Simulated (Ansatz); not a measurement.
Reaction (hydrogenolysis of a C–O bond): `N=C(Cl)CO` + H₂ → `CC(=N)Cl` + H₂O

Isolated molecules relaxed with PBE0-D4/def2-TZVP in Ansatz; ΔE leaves out vibrations. CCSD(T)/CBS adds triple-zeta CCSD(T) − MP2 to the extrapolated MP2 energy (def2 sets, frozen cores). This one scheme is used for every species. Functionals use def2-TZVPP. B3LYP here is the variant with VWN-RPA as its local correlation; programs differ in this. HSE06 is defined as in plane-wave codes. One conformer a species, not always the lowest.

```csv
level,ΔE (kcal/mol),difference from CCSD(T)/CBS
LDA (SPW92),-20.4,5.4
PBE-D4,-22.9,2.9
revPBE-D4,-22.3,3.5
BLYP-D4,-23.0,2.8
r2SCAN-D4,-23.5,2.3
PBE0-D4,-24.1,1.7
B3LYP-D4,-24.1,1.7
r2SCAN0-D4,-24.4,1.4
HSE06-D4,-24.1,1.7
BHLYP-D4,-25.1,0.7
CAM-B3LYP-D4,-23.9,1.9
ωB97X-V,-23.5,2.3
ωB97M-V,-24.1,1.7
B2PLYP,-25.3,0.5
PBE-QIDH,-25.1,0.7
PBE,-23.6,2.2
revPBE,-24.8,1.0
BLYP,-24.7,1.1
r2SCAN,-23.7,2.1
PBE0,-24.7,1.1
B3LYP,-25.3,0.5
r2SCAN0,-24.6,1.2
HSE06,-24.7,1.1
BHLYP,-25.9,-0.1
LC-ωPBE,-24.8,1.0
RPA@PBE/def2-TZVPP,-24.1,1.7
HF/def2-SVP,-25.4,0.4
MP2/def2-SVP,-22.6,3.2
CCSD/def2-SVP,-23.2,2.6
CCSD(T)/def2-SVP,-22.3,3.5
HF/def2-TZVPP,-27.5,-1.7
MP2/def2-TZVPP,-25.3,0.5
SCS-MP2/def2-TZVPP,-25.4,0.4
CCSD/def2-TZVPP,-25.9,-0.1
CCSD(T)/def2-TZVPP,-24.9,0.9
HF/def2-QZVPP,-27.6,-1.8
MP2/def2-QZVPP,-25.9,-0.1
SCS-MP2/def2-QZVPP,-26.0,-0.2
MP2/CBS(def2),-26.2,-0.4
CCSD/CBS(def2),-26.7,-0.9
CCSD(T)/CBS,-25.8,0
```

Largest T1 diagnostic among the species: 0.012.

In def2-TZVPP, CCSD(T) changes the Hartree–Fock value by +2.5 kcal/mol (the triples alone add +0.9 kcal/mol) and MP2 by +2.1 kcal/mol. From BLYP to BHLYP (50 % exact exchange), in def2-TZVPP and without D4, ΔE moves by −1.2 kcal/mol. At CCSD(T), def2-SVP lies +3.5 kcal/mol from the extrapolated value and def2-TZVPP +0.9 kcal/mol.
